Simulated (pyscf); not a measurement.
Optimised with ωB97X-D3(BJ)/def2-SVP in PySCF.

SMILES: [OH][Zr]([F])([Cl])[Cl]
```xyz
6

O      0.0578     0.8893     0.0245
Zr    -1.2725    -0.4481     0.0214
F     -0.5903    -1.9821    -0.8587
Cl    -3.1643     0.3360    -1.1233
Cl    -1.8275    -1.0015     2.2322
H      0.7237     1.5788     0.0320
```

Question: What is the homolytic dissociation enthalpy (298 K, ωB97M-D3(BJ)/def2-TZVP) of the F–Zr bond of `[OH][Zr]([F])([Cl])[Cl]`, to [HO–Zr(Cl)–Cl]• + F•?

Answer: F–Zr to [HO–Zr(Cl)–Cl]• + F•: 6.50 eV. The 7 functionals that were run give +6.28 (M06-2X) to +6.78 eV (PBE). The radicals are drawn with the spin at the cut bond; how far it spreads was not checked. Other isomers of [HO–Zr(Cl)–Cl]• were not searched in full and may lie lower. Left out: the spin-orbit lowering of F. Open-shell species with a d-block atom are single-reference here; other states, and whether the spin sits on metal or ligand, were not checked. Elements past Kr carry the def2 core potentials, without spin-orbit coupling.
